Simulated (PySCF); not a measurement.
**Bond length, frequency and bond energy of SiN by level of theory**

State: ²Σ⁺ (doublet), unpaired electrons σ ↑. Set-up: basis Si aug-cc-pV(D+d)Z, N aug-cc-pVDZ; no relativity; PySCF 2.14. De refers to Si + N in their high-spin ground configurations, without counterpoise correction. The functionals are run spin-unrestricted. A positive dipole means Si(−)N(+).

```csv
Level,Re (Å),ωe (cm⁻¹),De (eV),μ (D)
ROHF,1.544,1276,0.83,-2.53
ROHF-MP2,1.613,1031,3.90,n/a
ROHF-SCS-MP2,1.609,1050,3.83,n/a
ROHF-CCSD,1.590,1133,3.45,n/a
ROHF-CCSD(T),1.605,1077,3.81,n/a
PBE,1.589,1124,4.96,-2.83
BLYP,1.593,1108,4.94,-2.89
r²SCAN,1.579,1152,4.37,-2.69
PBE0,1.573,1169,4.24,-2.77
B97-3,1.573,1175,4.40,-2.82
HSE06,1.574,1165,4.23,-2.77
MN15,1.568,1179,4.47,-2.70
```

**Question.** Which functional lies closest to ROHF-CCSD(T) in De, which farthest, and by how much do they differ from it?

**Answer.** Closest is HSE06 (-3.1 pm in Re, +8.2 % in ωe, +0.42 eV in De against ROHF-CCSD(T) in the same basis), farthest PBE (-1.6 pm in Re, +4.4 % in ωe, +1.15 eV in De). CCSD(T) converges more slowly with the basis than the functionals do and binds too weakly in this one, so the order can change at the basis-set limit.

**Question.** What does a quarter of exact exchange do here, going from PBE to PBE0?

**Answer.** PBE0 less PBE: -1.6 pm in Re, +4.0 % in ωe, -0.72 eV in De. Exact exchange removes part of the self-interaction that spreads semilocal densities, and in most molecules shortens and stiffens the bond and lowers De; so it does here.

**Question.** What does the step from GGA to meta-GGA do here, going from PBE to r²SCAN?

**Answer.** r²SCAN less PBE: -1.0 pm in Re, +2.5 % in ωe, -0.59 eV in De. 

Correlated steps freeze 6 core orbitals. Correlated levels converge slowly with the basis: in double zeta they bind strong bonds too weakly, by up to about 1 eV, and carry superposition errors of some tenths. The CCSD T1 diagnostic is raised, a sign that a single reference may not be enough here. UHF is strongly spin-contaminated for SiN, so the ROHF reference used there is far from stable. The state is the lowest determinant that a PBE0 search found; another state may lie lower at other levels.
